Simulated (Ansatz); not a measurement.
# SiH5 (doublet): from Hartree-Fock to the top rungs at distance Si1–H5 along a hydrogen transfer = 1.528 Å, cc-pVTZ

How much of the correlation energy of SiH5 (doublet) does each wave-function method recover here?

Computed with Ansatz 0.2.0, Gaussian basis. Level: cc-pVTZ, core rule «outside noble gas», up to 5 orbitals frozen.

Plan: UHF; CCSD(T) on ROHF; CCSD(T) on UHF; BCCD(T) on ROHF; CISD; CCSDT(Q) on ROHF; CCSDT(Q) on UHF; CASSCF and NEVPT2, 3 electrons in 3 orbitals; CASSCF and NEVPT2, 9 electrons in 9 orbitals.

### 1 The system

The geometry derives from fragments relaxed apart (PBE0/def2-TZVP) and kept rigid, so it is no stationary point. A hydrogen atom is moved between rigid fragments.

6 atoms, charge 0, spin multiplicity 2.

Atoms are counted from 1 here; the program's logs count them from 0.

Bond lengths: Si1–H2 1.485 Å, Si1–H3 1.485 Å, Si1–H4 1.485 Å, Si1–H5 1.528 Å. Angles: H2–Si1–H3 109.5°, H2–Si1–H4 109.5°, H2–Si1–H5 109.5°, H3–Si1–H4 109.5°, H3–Si1–H5 109.5°, H4–Si1–H5 109.5°.

### 2 UHF

in.yaml reads:

```yaml
crystal:
  periodic: [false, false, false]
  atoms:
    - {symbol: Si, position_ang: [-0.078303, 0.000000, 0.000000]}
    - {symbol: H, position_ang: [-0.573175, 1.399708, 0.000000]}
    - {symbol: H, position_ang: [-0.573175, -0.699854, 1.212183]}
    - {symbol: H, position_ang: [-0.573175, -0.699854, -1.212183]}
    - {symbol: H, position_ang: [1.449697, 0.000000, 0.000000]}
    - {symbol: H, position_ang: [2.451697, 0.000000, 0.000000]}
basis:
  gaussian: {orbitals: cc-pVTZ}
magnetization: {spin_polarized: true, initial_magnetization: 1}
hamiltonian: {xc: hf}
output: {orbitals: {seedname: orbitals}}
```

Run with:

```console
$ ansatz run in.yaml --threads 1 --pin off --events-out ev --progress --plain --max-ram 4096MiB --backend cpu
```

After this run come: CCSD(T) on ROHF; CCSD(T) on UHF; BCCD(T) on ROHF; CISD; CCSDT(Q) on ROHF; CCSDT(Q) on UHF; CASSCF and NEVPT2, 3 electrons in 3 orbitals; CASSCF and NEVPT2, 9 electrons in 9 orbitals.

**Question.** What will the summary of the whole plan be? Wanted: UCCSDT(Q) below the RHF energy; RMP2 from UCCSDT(Q); UMP2 from UCCSDT(Q); RCCSD from UCCSDT(Q); RCCSD(T) from UCCSDT(Q); UCCSD(T) from UCCSDT(Q); RCCSDT(Q) from UCCSDT(Q); NEVPT2 pair from UCCSDT(Q); NEVPT2 valence from UCCSDT(Q).

**Answer**, as computed:

| quantity | value |
| --- | --- |
| UCCSDT(Q) below the RHF energy | -5.4349 eV |
| RMP2 from UCCSDT(Q) | +24.46 kcal/mol |
| UMP2 from UCCSDT(Q) | +24.58 kcal/mol |
| RCCSD from UCCSDT(Q) | +3.67 kcal/mol |
| RCCSD(T) from UCCSDT(Q) | +0.66 kcal/mol |
| UCCSD(T) from UCCSDT(Q) | +0.67 kcal/mol |
| RCCSDT(Q) from UCCSDT(Q) | +0.01 kcal/mol |
| NEVPT2 pair from UCCSDT(Q) | +24.89 kcal/mol |
| NEVPT2 valence from UCCSDT(Q) | +26.06 kcal/mol |
| levels within 1 kcal/mol (43 meV) | RCCSD(T), UCCSD(T), BCCD(T), RCCSDT, UCCSDT, RCCSDT(Q) |
| T1 diagnostic | 0.024 |
| effectively unpaired electrons | 1.01 |

What this shows: RCCSD(T) lands +0.66 kcal/mol from the yardstick (0.5 % of the correlation energy). One determinant dominates. Of the multireference levels listed NEVPT2 pair comes nearest in total energy (+24.89 kcal/mol), which doesn't show that its space is the better one. These misses are within one basis, not against nature; the frozen cores of restricted and unrestricted runs differ, which can shift their rows.
